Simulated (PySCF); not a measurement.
# MH anions for M along the third period

PBE0 with double-zeta basis sets in PySCF, for the lowest determinant that a PBE0 search found; no spin–orbit coupling. De refers to high-spin ground-configuration atoms (the charge goes to the atom of lower measured ionisation energy or higher electron affinity, which is not always the lowest computed limit). A positive dipole points towards H; it is taken about the centre of mass and depends on that origin.

```
 M                        basis  charged atom  state (unpaired electrons)  Re (Å)  ωe (cm⁻¹)  De (eV)  μ (D)
Na                  aug-pcseg-1            H−               doublet (σ ↑)   2.019        906     1.58   1.91
Mg                  aug-cc-pVDZ            H−      singlet (closed shell)   1.888       1083     1.54   1.96
Si  aug-cc-pV(D+d)Z/aug-cc-pVDZ           Si−              triplet (π ↑↑)   1.564       1852     2.96  -0.04
 P  aug-cc-pV(D+d)Z/aug-cc-pVDZ            H−               doublet (π ↑)   1.448       2273     3.52   0.17
 S  aug-cc-pVDZ/aug-cc-pV(D+d)Z            S−      singlet (closed shell)   1.354       2671     3.91   0.42
```

The shortest bond is that of SH⁻ (1.354 Å), the longest that of NaH⁻ (2.019 Å).

The rows differ in basis set, which adds steps of its own.

The state changes along the series, so neighbouring rows are not always alike in their bonding.

For an ion De counts to the pair picked by the measured ionisation energies or electron affinities, which need not be the lowest pair at this level. The highest Kohn–Sham level is positive in some of these anions. Much of that is self-interaction error, but it also means that the finite basis helps to hold the extra electron. States were picked by a PBE0 search and need not be the measured ground states.
